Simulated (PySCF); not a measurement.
Stepwise substitution at one centre (Si Cl-C2H5). Isolated molecules, 0 K electronic values unless said otherwise. One relaxed conformer stands for each flexible species; it need not be the lowest. Strings in code marks are SMILES.

All values below come from B3LYP-D3(BJ)/def2-TZVP // B3LYP-D3(BJ)/def2-SVP (PySCF). B3LYP has the VWN-RPA correlation part, as in Gaussian. Excitations are Tamm–Dancoff values on a coarser integration grid. The basis has no diffuse functions, so Rydberg states are missing or too high.

| species | S1 excitation (TDA) (eV) | HOMO–LUMO gap (eV) | S1 oscillator strength | T1 excitation (TDA) (eV) |
|---|---|---|---|---|
| 0 of 4 Cl replaced by C2H5 | 6.93 | 8.05 | 0.000 | – |
| 1 of 4 Cl replaced by C2H5 | 7.39 | 8.45 | 0.000 | 6.96 |
| 2 of 4 Cl replaced by C2H5 (`CC[Si](Cl)(Cl)CC` (C–C–Si–Cl torsion -179°, Cl–Si–C–C torsion 63°)) | 7.40 | 8.39 | 0.009 | 7.07 |
| 3 of 4 Cl replaced by C2H5 (`CC[Si](Cl)(CC)CC`) | 7.31 | 8.18 | 0.011 | 7.10 |
| 4 of 4 Cl replaced by C2H5 (`CC[Si](CC)(CC)CC`) | 7.22 | 8.08 | 0.009 | 7.06 |
